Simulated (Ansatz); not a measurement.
**Solid chlorine: smallest direct gap on the k points sampled by level of theory**

No measured value is used here.

```csv
level (code),value (eV)
LDA (Ansatz),2.31
PBE (Ansatz),2.48
PBEsol (Ansatz),…
r²SCAN (Ansatz),…
PBE0 (Ansatz),4.90
G0W0@HSE06 (Ansatz),6.62
G0W0@PBEsol (Ansatz),5.16
```

Question: What belongs in the gaps?

Answer: 
- PBEsol (Ansatz, a program for electronic structure), value (eV): 2.41
- r²SCAN (Ansatz), value (eV): 2.86

Computed values are for a static lattice.  G0W0@HSE06: GW on a hybrid start was not checked against another program. G0W0@PBEsol: a quasiparticle level at a band edge is in doubt. Values are at the measured cell (atoms relaxed with PBEsol). Cutoffs and k meshes differ between the levels. Ansatz's density-functional and Hartree–Fock values are scalar-relativistic unless marked +SOC, with PAW data made under PBE.
